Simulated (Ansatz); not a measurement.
Relative stability

Two relaxed structures of CH$_{2}$NSi, doublet (PBE0-D4/def2-TZVP; forces vanish, vibrations not checked).

A:

N1  (-1.193, -0.686, -0.070)
C2  (-0.124, -0.323, 0.175)
Si3  (1.610, 0.195, 0.446)
H4  (2.127, -0.448, 1.675)
H5  (1.685, 1.673, 0.456)
(Å)

B:

```xyz
5
angstrom
N -1.1998 -0.5429 -0.1827
C -0.0992 -0.2125 0.1219
Si 1.5607 0.1374 0.7961
H -1.6643 -0.9326 -0.9873
H 1.4026 1.5506 0.2520
```

Ansatz 0.2.0; basis: def2-TZVPP; cores frozen in the correlated methods; orbitals are unrestricted. B3LYP uses VWN-RPA correlation.

(1) Which structure is lower at CCSD(T), and by how much? (To be estimated.)

The T1 diagnostic stays at or below 0.028. ⟨S²⟩ of the unrestricted Hartree–Fock references: 0.78 to 0.82 (a pure state has 0.75). The unrestricted reference is spin-contaminated, which hurts MP2 most.

Answers

(1) Computed: A, by 1.145 eV (electronic energy, against the other). By their contacts, A is CH₂NSi ([N][C][SiH2]) and B is CH₂NSi ([NH][C][SiH]).

All methods give the same order:

| method | E(B) − E(A) (eV) |
| --- | --- |
| PBE-D4 | 0.693 |
| r2SCAN-D4 | 0.870 |
| PBE0-D4 | 0.844 |
| B3LYP-D4 | 0.881 |
| wB97M-V | 0.916 |
| HF | 1.535 |
| MP2 | 1.173 |
| CCSD | 1.212 |
| CCSD(T) | 1.145 |

Labels in which every atom is bracketed show which atoms are joined, not bond orders.

For scale, one of the runs: CCSD(T)/def2-TZVPP, 132 basis functions, launched by `ansatz run in.yaml --threads 2 --pin off --events-out ev --progress --plain --max-ram 4352MiB`. The run took 23 s on 2 CPU threads of an AMD EPYC 7B13 (shared host), with 1.4 GiB of host memory at its peak.
